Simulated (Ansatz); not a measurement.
# SiNH3 (singlet): the correlation ladder at distance Si1–H3 = 1.532 Å, cc-pVDZ

One table from this session's results is given with a row withheld; the runs are named, their logs left out.

Program: Ansatz 0.2.0, Gaussian basis. Level of theory: cc-pVDZ, core rule «outside noble gas», up to 6 orbitals frozen. These are calculated values, not measurements.

The runs, in order: UHF; CCSD(T) on RHF; BCCD(T) on RHF; CISD; CCSDT(Q) on RHF; CASSCF and MRCISD+Q, 2 electrons in 2 orbitals; CASSCF and NEVPT2, 2 electrons in 2 orbitals.

27 further runs of the same task are left out: 2 for a known fault of the program, 17 that didn't finish, 8 set aside as unsound or not needed.

## The system

The geometry derives from a PBE0/def2-TZVP stationary point (not a proven minimum). One bond is set to the value named and the two fragments are kept rigid.

5 atoms, charge 0, spin multiplicity 1.

Atoms are counted from 1 here; the program's logs count them from 0.

Bond lengths: Si1–N2 1.707 Å, Si1–H3 1.532 Å, N2–H4 1.008 Å, N2–H5 1.008 Å. Angles: N2–Si1–H3 94.1°, Si1–N2–H4 126.3°, Si1–N2–H5 121.7°, H4–N2–H5 112.0°.

The first run:

Input file in.yaml:

```yaml
crystal:
  periodic: [false, false, false]
  atoms:
    - {symbol: Si, position_ang: [0.000000, -0.081122, 0.624572]}
    - {symbol: N, position_ang: [0.000000, 0.049408, -1.077458]}
    - {symbol: H, position_ang: [0.000000, 1.434266, 0.850543]}
    - {symbol: H, position_ang: [0.000000, 0.905200, -1.610089]}
    - {symbol: H, position_ang: [0.000000, -0.765663, -1.670950]}
basis:
  gaussian: {orbitals: cc-pVDZ}
magnetization: {spin_polarized: true, initial_magnetization: 0}
hamiltonian: {xc: hf}
output: {orbitals: {seedname: orbitals}}
```

Launch:

```bash
> ansatz run in.yaml --threads 1 --pin off --events-out ev --progress --plain --max-ram 2393MiB
```

Steps of the session up to this table: UHF; CCSD(T) on RHF; BCCD(T) on RHF; CISD; CCSDT(Q) on RHF; CASSCF and MRCISD+Q, 2 electrons in 2 orbitals; CASSCF and NEVPT2, 2 electrons in 2 orbitals.

One of the session's tables, all rows but one given; the rest of the session is left out.

It belongs to the step «Misses and costs». 

```
       method  from RCCSDT(Q) (meV)
          RHF               +8176.2
         RMP2               +1073.0
         CISD                     ?
        RCCSD                +261.3
     RCCSD(T)                 +40.5
      BCCD(T)                 +39.5
       RCCSDT                 +20.1
    RCCSDT(Q)                     0
  CASSCF pair               +7706.5
  NEVPT2 pair               +1111.6
  MRCISD pair                +832.3
MRCISD+Q pair                +144.6
```

Estimate the missing values for CISD.

The run gave: from RCCSDT(Q) (meV): +949.9. In the column «from RCCSDT(Q) (meV)» it lies between MRCISD pair (+832.3) and RMP2 (+1073.0).
